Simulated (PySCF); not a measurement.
# C5H10 (Cyclopropane, 1,1-dimethyl-): the cost of one run

Programs: PySCF 2.14.0, with density-fitted response routines of our own. Each step states its level of theory. These are calculated values for one molecule in the gas phase, unless marked as measured. Atoms are numbered from 0 throughout.

### Step 1. Starting geometry

15 atoms, charge 0, multiplicity 1; geometry from: GFN2-xTB. The atoms were then displaced at random by about 0.01 Å, so the start is not that level's minimum.

Bonds of the start (Å): C0–C1 1.50, C1–C2 1.50, C1–C3 1.51, C3–C4 1.49, C4–C1 1.49, C0–H5 1.09, C0–H6 1.11, C0–H7 1.06, C2–H8 1.11, C2–H9 1.07, C2–H10 1.10, C3–H11 1.05, C3–H12 1.14, C4–H13 1.07, C4–H14 1.09.

### Step 2. Geometry optimisation at PBE0-D3(BJ)/def2-TZVP

The job: settings as JSON, then the geometry in Å.

```
{"job": {"xc": "PBE0", "basis": "def2-TZVP", "d3": "d3bj", "grid": 2, "shake": 0.01, "kind": "geom"}, "charge": 0, "multiplicity": 1}
C     -1.311210    -0.824010     0.020350
C     -0.012680    -0.074400    -0.019250
C      1.138910    -0.959640    -0.399000
C      0.041720     1.361760    -0.477600
C      0.222760     1.024300     0.964810
H     -1.557880    -1.221760    -0.962970
H     -2.129340    -0.124690     0.287720
H     -1.285810    -1.603180     0.738780
H      2.086490    -0.387440    -0.380660
H      1.004520    -1.391290    -1.369080
H      1.249340    -1.775950     0.333840
H      0.857910     1.709990    -1.043420
H     -0.954580     1.830330    -0.766140
H      1.200330     1.159220     1.390620
H     -0.565830     1.259380     1.674750
```

Started as:

```console
> OMP_NUM_THREADS=2 python probes_run.py task.json out
```

The driver reads the jobs from task.json and runs them one after another.

Q: Estimate the wall time and peak memory of this first job on 2 threads of Intel Xeon at 2.50GHz, shared host.

About 3.4 min, with a peak of 1.2 GiB.
